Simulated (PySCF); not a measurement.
## Nuclear quadrupole coupling in `CCP1(=O)CC1`

Compound: C4H9OP.
Z-matrix (Å and degrees, GFN2-xTB geometry), rows numbered from 1:
```
C 
C   1  1.5210
P   2  1.8347  1  108.27
O   3  1.4686  2  117.70  1    56.93
C   3  1.8078  2  112.37  1   -94.24
C   5  1.5645  3   64.37  2  -102.10
H   1  1.0883  2  110.95  3  -174.99
H   1  1.0885  2  109.60  3   -54.78
H   1  1.0887  2  110.45  3    64.21
H   2  1.0925  1  110.66  3   117.25
H   2  1.0888  1  112.08  3  -120.63
H   5  1.0815  3  117.26  6  -106.88
H   5  1.0799  3  122.04  6   105.56
H   6  1.0797  3  122.04  5  -105.69
H   6  1.0814  3  117.16  5   106.99
```

Field gradients from the PBE0/pcSseg-1 density (PySCF, non-relativistic), principal values in atomic units, ordered |Vxx| ≤ |Vyy| ≤ |Vzz|:

```tsv
atom	Vxx	Vyy	Vzz
O4	-0.4483	-0.4730	0.9213
```

Find the asymmetry η = (Vxx − Vyy)/Vzz and the couplings χ = eQV/h (234.96 MHz × Q in barn × V in au), with Q(17O) = −0.0256 b.

| atom | environment | nucleus | η | χzz (MHz) | χxx (MHz) | χyy (MHz) |
| --- | --- | --- | --- | --- | --- | --- |
| O4 | phosphoryl oxygen | 17O | 0.03 | -5.54 | 2.70 | 2.85 |

The gradient is axial or nearly so (η below 0.05) at O4. The tensor is traceless: Vxx + Vyy + Vzz = 0.

What is Vzz at O4 in SI units (1 au = 9.71736 × 10²¹ V/m²)?

0.9213 au = 8.953 × 10²¹ V/m².

Were the hydrogens deuterons (Q(2H) = 0.00286 b), χzz would run from 203 kHz (H10) to 225 kHz (H14 and H13).

Isolated species at its GFN2-xTB geometry (one conformer only). GFN2-xTB bond lengths can be off by several hundredths of an ångström, more for odd bonds, and the gradients follow them. With so small a basis the couplings can be 20 % off.

The run behind these numbers computed NMR shieldings as well. The run took 17 s (with the writing of density and orbital grids) on one thread of an Arm Neoverse V2, shared host, and the process peaked at 0.72 GiB of memory.
